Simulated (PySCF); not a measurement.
Gas-phase reaction: AlCl2NH2 + HCl = AlCl3 + NH3

Energies from PySCF (xtb for GFN2), thermal terms from the rigid-rotor harmonic-oscillator model, ideal gas at 1 bar. † marks an energy on the PBE0/def2-TZVP geometry and frequencies; other levels use their own. MP2 and CCSD(T) freeze the core. All species are closed-shell singlets. AlCl2NH2: computed as isolated molecules; such fragments, hydroxides, amides, oligomers or adducts are transient or little studied in the gas. MP2 isn't extrapolated to the basis-set limit; its ΔH°(298 K) is -52.1 kJ in def2-SVP and -49.8 kJ in def2-TZVPP. CCSD(T) isn't extrapolated to the basis-set limit; its ΔH°(298 K) is -51.6 kJ in def2-SVP and -47.4 kJ in def2-TZVPP. The harmonic model lacks anharmonicity and excited electronic states, which grow with temperature; levels with a mode under 35 cm⁻¹ are left out.

```tsv
level	ΔE electronic, kJ	ΔH°(298 K), kJ	ΔS°(298 K), J/K	ΔG°(2500 K), kJ
CCSD(T)/def2-SVP†	-60	-52	-4	-15
GFN2-xTB	-76	-63	-6	-16
MP2/def2-SVP†	-61	-52	-4	-16
MP2/def2-TZVPP†	-59	-50	-4	-14
PBE/def2-SVP	-60	-51	-5	-11
PBE/def2-TZVP†	-60	-52	-4	-15
PBE0/def2-SVP†	-61	-52	-4	-16
LDA/def2-TZVP†	-53	-44	-4	-8
ωB97M-V/def2-TZVP†	-60	-51	-4	-15
```
ΔH° is lowest at GFN2-xTB and highest at LDA/def2-TZVP†. No reference value is set beside these.
